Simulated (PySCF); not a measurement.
Bond stretch in SMILES [SiH4] (H₄Si), singlet. The Si1–H5 bond (Si1 also carries H, H, H; H5 carries nothing else) is pulled apart rigidly from the PBE0/def2-TZVP optimised geometry.

- RKS-PBE = restricted PBE/cc-pVDZ run with PySCF 2.14.0
- UKS-PBE = unrestricted PBE/cc-pVDZ in PySCF
- UKS-TPSSh = PySCF with unrestricted TPSSh/cc-pVDZ
- UCCSD(T) = CCSD(T) on UHF/cc-pVDZ, 5 core orbitals frozen (PySCF)

Energies relative to the lowest point of each curve near equilibrium, in kJ/mol; the last columns give the difference from UCCSD(T):

```json
[
 {"R / Å": "1.11", "RKS-PBE": "236.5", "UKS-PBE": "236.5", "UKS-TPSSh": "229.5", "UCCSD(T)": "229.6", "RKS-PBE − UCCSD(T)": "6.9", "UKS-PBE − UCCSD(T)": "6.9", "UKS-TPSSh − UCCSD(T)": "-0.1"},
 {"R / Å": "1.19", "RKS-PBE": "131.7", "UKS-PBE": "131.7", "UKS-TPSSh": "125.3", "UCCSD(T)": "125.0", "RKS-PBE − UCCSD(T)": "6.7", "UKS-PBE − UCCSD(T)": "6.7", "UKS-TPSSh − UCCSD(T)": "0.3"},
 {"R / Å": "1.28", "RKS-PBE": "58.5", "UKS-PBE": "58.5", "UKS-TPSSh": "53.5", "UCCSD(T)": "53.1", "RKS-PBE − UCCSD(T)": "5.4", "UKS-PBE − UCCSD(T)": "5.4", "UKS-TPSSh − UCCSD(T)": "0.4"},
 {"R / Å": "1.35", "RKS-PBE": "25.1", "UKS-PBE": "25.1", "UKS-TPSSh": "21.5", "UCCSD(T)": "21.2", "RKS-PBE − UCCSD(T)": "3.9", "UKS-PBE − UCCSD(T)": "3.9", "UKS-TPSSh − UCCSD(T)": "0.3"},
 {"R / Å": "1.39", "RKS-PBE": "13.1", "UKS-PBE": "13.1", "UKS-TPSSh": "10.4", "UCCSD(T)": "10.2", "RKS-PBE − UCCSD(T)": "2.9", "UKS-PBE − UCCSD(T)": "2.9", "UKS-TPSSh − UCCSD(T)": "0.2"},
 {"R / Å": "1.43", "RKS-PBE": "5.3", "UKS-PBE": "5.3", "UKS-TPSSh": "3.5", "UCCSD(T)": "3.4", "RKS-PBE − UCCSD(T)": "1.9", "UKS-PBE − UCCSD(T)": "1.9", "UKS-TPSSh − UCCSD(T)": "0.1"},
 {"R / Å": "1.48", "RKS-PBE": "0.5", "UKS-PBE": "0.5", "UKS-TPSSh": "0.0", "UCCSD(T)": "0.0", "RKS-PBE − UCCSD(T)": "0.5", "UKS-PBE − UCCSD(T)": "0.5", "UKS-TPSSh − UCCSD(T)": "0.0"},
 {"R / Å": "1.52", "RKS-PBE": "0.0", "UKS-PBE": "0.0", "UKS-TPSSh": "0.5", "UCCSD(T)": "0.6", "RKS-PBE − UCCSD(T)": "-0.6", "UKS-PBE − UCCSD(T)": "-0.6", "UKS-TPSSh − UCCSD(T)": "-0.1"},
 {"R / Å": "1.59", "RKS-PBE": "4.8", "UKS-PBE": "4.8", "UKS-TPSSh": "7.2", "UCCSD(T)": "7.4", "RKS-PBE − UCCSD(T)": "-2.6", "UKS-PBE − UCCSD(T)": "-2.6", "UKS-TPSSh − UCCSD(T)": "-0.2"},
 {"R / Å": "1.62", "RKS-PBE": "8.7", "UKS-PBE": "8.7", "UKS-TPSSh": "11.8", "UCCSD(T)": "12.1", "RKS-PBE − UCCSD(T)": "-3.4", "UKS-PBE − UCCSD(T)": "-3.4", "UKS-TPSSh − UCCSD(T)": "-0.3"},
 {"R / Å": "1.73", "RKS-PBE": "29.5", "UKS-PBE": "29.5", "UKS-TPSSh": "35.7", "UCCSD(T)": "36.0", "RKS-PBE − UCCSD(T)": "-6.5", "UKS-PBE − UCCSD(T)": "-6.5", "UKS-TPSSh − UCCSD(T)": "-0.3"},
 {"R / Å": "1.85", "RKS-PBE": "60.2", "UKS-PBE": "60.2", "UKS-TPSSh": "69.6", "UCCSD(T)": "69.7", "RKS-PBE − UCCSD(T)": "-9.5", "UKS-PBE − UCCSD(T)": "-9.5", "UKS-TPSSh − UCCSD(T)": "-0.1"},
 {"R / Å": "2.00", "RKS-PBE": "103.9", "UKS-PBE": "103.9", "UKS-TPSSh": "117.2", "UCCSD(T)": "116.3", "RKS-PBE − UCCSD(T)": "-12.3", "UKS-PBE − UCCSD(T)": "-12.3", "UKS-TPSSh − UCCSD(T)": "0.9"},
 {"R / Å": "2.22", "RKS-PBE": "170.0", "UKS-PBE": "170.0", "UKS-TPSSh": "188.5", "UCCSD(T)": "184.3", "RKS-PBE − UCCSD(T)": "-14.3", "UKS-PBE − UCCSD(T)": "-14.3", "UKS-TPSSh − UCCSD(T)": "4.2"},
 {"R / Å": "2.45", "RKS-PBE": "234.4", "UKS-PBE": "234.4", "UKS-TPSSh": "258.0", "UCCSD(T)": "247.5", "RKS-PBE − UCCSD(T)": "-13.1", "UKS-PBE − UCCSD(T)": "-13.1", "UKS-TPSSh − UCCSD(T)": "10.5"},
 {"R / Å": "2.68", "RKS-PBE": "290.7", "UKS-PBE": "290.7", "UKS-TPSSh": "310.6", "UCCSD(T)": "297.9", "RKS-PBE − UCCSD(T)": "-7.1", "UKS-PBE − UCCSD(T)": "-7.1", "UKS-TPSSh − UCCSD(T)": "12.7"},
 {"R / Å": "2.97", "RKS-PBE": "349.2", "UKS-PBE": "337.7", "UKS-TPSSh": "347.7", "UCCSD(T)": "342.8", "RKS-PBE − UCCSD(T)": "6.4", "UKS-PBE − UCCSD(T)": "-5.1", "UKS-TPSSh − UCCSD(T)": "4.9"},
 {"R / Å": "3.24", "RKS-PBE": "392.0", "UKS-PBE": "358.3", "UKS-TPSSh": "367.9", "UCCSD(T)": "366.0", "RKS-PBE − UCCSD(T)": "25.9", "UKS-PBE − UCCSD(T)": "-7.7", "UKS-TPSSh − UCCSD(T)": "1.8"},
 {"R / Å": "3.61", "RKS-PBE": "435.3", "UKS-PBE": "370.0", "UKS-TPSSh": "383.5", "UCCSD(T)": "377.5", "RKS-PBE − UCCSD(T)": "57.8", "UKS-PBE − UCCSD(T)": "-7.6", "UKS-TPSSh − UCCSD(T)": "6.0"},
 {"R / Å": "4.03", "RKS-PBE": "468.5", "UKS-PBE": "374.3", "UKS-TPSSh": "392.6", "UCCSD(T)": "380.7", "RKS-PBE − UCCSD(T)": "87.9", "UKS-PBE − UCCSD(T)": "-6.3", "UKS-TPSSh − UCCSD(T)": "12.0"},
 {"R / Å": "4.46", "RKS-PBE": "490.2", "UKS-PBE": "375.8", "UKS-TPSSh": "397.2", "UCCSD(T)": "381.5", "RKS-PBE − UCCSD(T)": "108.7", "UKS-PBE − UCCSD(T)": "-5.7", "UKS-TPSSh − UCCSD(T)": "15.8"},
 {"R / Å": "5.19", "RKS-PBE": "509.7", "UKS-PBE": "376.5", "UKS-TPSSh": "399.4", "UCCSD(T)": "381.8", "RKS-PBE − UCCSD(T)": "127.9", "UKS-PBE − UCCSD(T)": "-5.3", "UKS-TPSSh − UCCSD(T)": "17.6"}
]
```

RKS-PBE is furthest from UCCSD(T) at 5.19 (127.9 kJ/mol, above); its mean absolute difference over the points is 23.3 kJ/mol.

UKS-PBE is furthest from UCCSD(T) at 2.22 (-14.3 kJ/mol, below); its mean absolute difference over the points is 6.1 kJ/mol.

UKS-TPSSh is furthest from UCCSD(T) at 5.19 (17.6 kJ/mol, above); its mean absolute difference over the points is 4.0 kJ/mol.

At the longest distance RKS-PBE leaves fractional charges on the fragments, a sign of delocalisation error or of the restricted form. The restricted form behind RKS-PBE keeps the bonding electrons paired and can't separate into open-shell fragments. The unrestricted determinant behind UKS-PBE is spin-contaminated at 2.97 to 5.19 Å (<S²> up to 1.0, against 0.00 for a pure singlet). The unrestricted determinant behind UKS-TPSSh is spin-contaminated at 2.68 to 5.19 Å (<S²> up to 1.0, against 0.00 for a pure singlet). The unrestricted determinant behind UCCSD(T) is spin-contaminated at 2.22 to 5.19 Å (<S²> up to 1.0, against 0.00 for a pure singlet).
